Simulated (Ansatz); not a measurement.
Geometry optimisation, RKS B3LYP-D4/def2-SVP in Ansatz 0.2.0.

input.yaml

```yaml
crystal:
  periodic: [false, false, false]
  atoms:
    - { symbol: Al, position_ang: [0.0, 0.0, 0.0] }
    - { symbol: C, position_ang: [0.0, 0.0, 2.32] }
    - { symbol: H, position_ang: [-0.9996, -0.3092, 2.6905] }
    - { symbol: H, position_ang: [0.7676, -0.7111, 2.6905] }
    - { symbol: H, position_ang: [0.232, 1.0203, 2.6905] }
    - { symbol: H, position_ang: [1.351, 0.0, -0.78] }
    - { symbol: H, position_ang: [-1.351, 0.0, -0.78] }
    - { symbol: "N", position_ang: [-0.2843, -2.0875, 0.7] }
    - { symbol: H, position_ang: [-0.6995, -2.8131, 0.0484] }
    - { symbol: H, position_ang: [-0.0048, -2.3586, 1.6859] }
    - { symbol: H, position_ang: [-0.181, -1.3289, 1.8561] }
basis:
  gaussian: { orbitals: def2-SVP }
hamiltonian:
  xc: b3lyp
  dispersion: d4
relax:
  f_tol: 0.15
  max_steps: 25
  restrain:
    - { distance: [0, 7], at: 3.12, k: 30.0 }
    - { distance: [10, 1], at: 2.31, k: 30.0 }
    - { distance: [0, 1], at: 1.97, k: 30.0 }
    - { distance: [10, 7], at: 1.06, k: 30.0 }
```

Launched with:

```bash
$ ansatz run input.yaml --threads 2 --pin off --max-ram 3072MiB --backend cpu --events-out ev --progress --plain --runs-dir out
```

Question: Where does it end, and by what steps?

Answer: The forces met the threshold. The restraints hold the end off the free minimum. After 13 steps the energy has fallen by 4.189 eV (the restraints' own energy left out); H10 moved furthest, 1.14 Å. Joined: N8–H11 (1.39 → 1.04 Å).

```csv
step,energy less start (eV),largest force component (eV/Å),accepted
0,0.0000,3.114,yes
1,0.1376,5.522,yes
2,-0.2522,6.287,yes
3,-1.5104,3.976,yes
4,-2.7565,4.200,yes
5,-3.6376,3.746,yes
6,-3.9323,2.297,yes
7,-4.1122,1.330,yes
8,-4.1630,1.070,yes
9,-4.1415,1.096,no
10,-4.1699,0.859,yes
11,-4.1850,0.928,yes
12,-4.1826,0.874,no
13,-4.1892,0.919,yes
```

```xyz
11
Properties=species:S:1:pos:R:3
Al 0.121 0.362 0.128
C -0.040 0.256 2.091
H -1.030 -0.107 2.417
H 0.741 -0.386 2.535
H 0.086 1.250 2.560
H 1.561 0.390 -0.544
H -1.170 0.644 -0.757
N -0.306 -2.595 0.948
H -1.153 -3.146 0.801
H 0.463 -3.241 1.142
H -0.442 -2.013 1.800
```

Run time: 25 s on 2 threads of Arm Neoverse V1 (shared host), peak memory 0.16 GiB.
